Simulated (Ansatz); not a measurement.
Basis-set extrapolation for C$_{3}$H$_{5}$F, SMILES `C/C=C\F` (PBE0-D4/def2-TZVP geometry, frozen core, Ansatz 0.2.0). Multiplicity 1, RHF reference.

```tsv
	def2-TZVPP	def2-QZVPP
HF	-216.015236	-216.025052
MP2 correlation	-0.745889	-0.801892
CCSD(T) correlation	-0.805279	not run
```

Energies in hartree. Use E(X) = E(∞) + A·exp(−7.88·√X) for Hartree–Fock and E(X) = E(∞) + B·X^(−2.97) for correlation, with X = 3 and 4, and add CCSD(T) minus MP2 of the smaller set to the MP2 limit.

Problem. What is the CCSD(T) energy at the basis-set limit?

Solution. HF limit: -216.025052 + (-0.009816) × 0.13774 = -216.02640. MP2 limit: -0.801892 + (-0.056003) × 0.74074 = -0.84338. Higher-order term: -0.805279 − (-0.745889) = -0.05939. Total: -216.92917 hartree, 285.3 kJ/mol below CCSD(T)/def2-TZVPP.
